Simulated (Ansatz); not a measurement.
# Rb4: the cost of one run

The runs use Ansatz 0.2.0, Gaussian basis; the settings change from run to run.

1 further run of the same task is left out (it didn't finish). Runs told in other sessions of the task aren't counted.

### Step 1. The molecule

The geometry comes from an earlier relaxation with r2SCAN in a triple-zeta def2 set; it is a stationary point. Rb takes a core potential in def2 sets; no spin-orbit term is included.

4 atoms, charge 1, spin multiplicity 2.

Atoms are counted from 1 here; the program's logs count them from 0.

Bond lengths: Rb1–Rb2 5.090 Å, Rb1–Rb3 5.041 Å, Rb1–Rb4 4.619 Å, Rb2–Rb4 5.054 Å, Rb3–Rb4 5.104 Å. Angles: Rb2–Rb1–Rb3 126.1°, Rb2–Rb1–Rb4 62.5°, Rb3–Rb1–Rb4 63.6°, Rb1–Rb2–Rb4 54.2°, Rb1–Rb3–Rb4 54.2°, Rb1–Rb4–Rb2 63.3°, Rb1–Rb4–Rb3 62.2°, Rb2–Rb4–Rb3 125.5°.

Coordinates:

```xyz
4
Rb4
Rb    0.20378    0.00184   -2.29266
Rb    4.37247    1.04176    0.43619
Rb   -4.37345   -1.03199   -0.45192
Rb   -0.20280   -0.01161    2.30839
```

### Step 2. HSE06/def2-TZVPD

This run has multiplicity 4, coordinates scaled by 1.25.

File in.yaml:

```yaml
crystal:
  periodic: [false, false, false]
  atoms:
    - {symbol: Rb, position_ang: [0.254721, 0.002301, -2.865823]}
    - {symbol: Rb, position_ang: [5.465593, 1.302195, 0.545237]}
    - {symbol: Rb, position_ang: [-5.466812, -1.289986, -0.564898]}
    - {symbol: Rb, position_ang: [-0.253503, -0.014510, 2.885484]}
basis:
  gaussian: {orbitals: def2-TZVPD}
total_charge: 1
magnetization: {spin_polarized: true, initial_magnetization: 3}
hamiltonian: {xc: {name: HSE06}}
scf: {omitted_lower_state_checks: [starts]}
```

Launch:

```
$ ansatz run in.yaml --threads 4 --pin off --events-out ev --progress --plain --max-ram 3916MiB
```

What time and memory should one allow on 4 threads of Intel Xeon at 2.50GHz, shared host?

About 18 s, with a peak of 0.66 GiB.
